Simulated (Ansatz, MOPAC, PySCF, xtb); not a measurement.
Dissociation curve of SMILES [SiH3][SiH3]. The Si1–Si5 bond (Si1 also carries H, H, H; Si5 carries H, H, H) is pulled apart rigidly from the PBE0/def2-TZVP optimised geometry. Each curve is given relative to its own lowest point near equilibrium.

```tsv
R / Å	A	B	C	D
1.87	208.8	330.8	66.8	229.8
2.01	69.7	117.3	18.5	95.0
2.06	40.7	75.6	9.0	64.6
2.22	0.0	9.8	0.0	10.5
2.28	0.5	2.0	3.7	2.8
2.34	7.5	0.0	10.5	0.0
2.41	22.4	3.0	21.6	1.8
2.47	40.0	8.9	33.5	6.8
2.56	72.8	22.2	54.6	18.8
2.73	149.5	56.3	101.2	51.4
2.93	252.2	103.7	160.7	98.2
3.20	393.0	170.4	238.1	164.1
3.51	537.9	243.5	313.5	234.2
3.85	663.0	312.7	377.4	298.4
4.17	747.1	363.8	422.5	345.2
4.66	826.0	415.4	470.8	392.6
5.17	869.0	443.0	502.6	414.7
5.75	895.4	455.1	525.4	412.6
6.35	912.3	457.9	541.1	389.7
7.04	926.4	458.4	553.2	349.6
8.11	942.6	458.5	566.4	277.9
```

Energies in kJ/mol.

Match the curves with the methods GFN1-xTB (xtb); PM7, restricted, heats of formation (MOPAC 23.2.5); restricted Hartree-Fock/STO-3G run with PySCF 2.14.0; MP2 on RHF/cc-pVTZ, frozen core (Ansatz, a first-principles code).

A is RHF/STO-3G; B is GFN1-xTB; C is PM7; D is RMP2.

The restricted form behind RHF/STO-3G, RMP2, PM7 keeps the bonding electrons paired and can't separate into open-shell fragments.
